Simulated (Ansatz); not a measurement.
## Loss of HF: C2H2F → C2H + HF

Species: C2H2F `C=[C]F`, doublet; C2H `[C]#C`, doublet; HF (hydrogen fluoride), singlet. 

Shapes, held fixed at every level: PBE0-D4/def2-TZVP. Programs: Ansatz 0.2.0. The zero-point and thermal change to 298 K, harmonic and unscaled (PBE0-D4/def2-TZVP), is -10.0 kJ/mol.

Problem. Estimate ΔH(298 K) of this reaction.

Solution. B2PLYP/def2-TZVPP gives ΔH(298 K) = +204.3 kJ/mol; the levels span +174.6 to +276.7. The median of the levels is +226.3. No measured value is set beside it here. Spin contamination: C2H2F (⟨S²⟩ up to 0.93), C2H (⟨S²⟩ up to 1.11). Open shells run unrestricted unless RO is named.

```csv
level,kind,ΔH(298 K) (kJ/mol)
HF/def2-TZVPP,Hartree–Fock,+174.6
SPW92/def2-TZVPP,LDA,+276.7
PBE-D4/def2-TZVPP,GGA,+236.9
B3LYP-D4/def2-TZVPP,global hybrid,+220.2
BHLYP-D4/def2-TZVPP,global hybrid,+221.8
PBE0-D4/def2-TZVPP,global hybrid,+234.7
wB97X-V/def2-TZVPP,range-separated hybrid,+230.7
B2PLYP/def2-TZVPP,double hybrid,+204.3
```
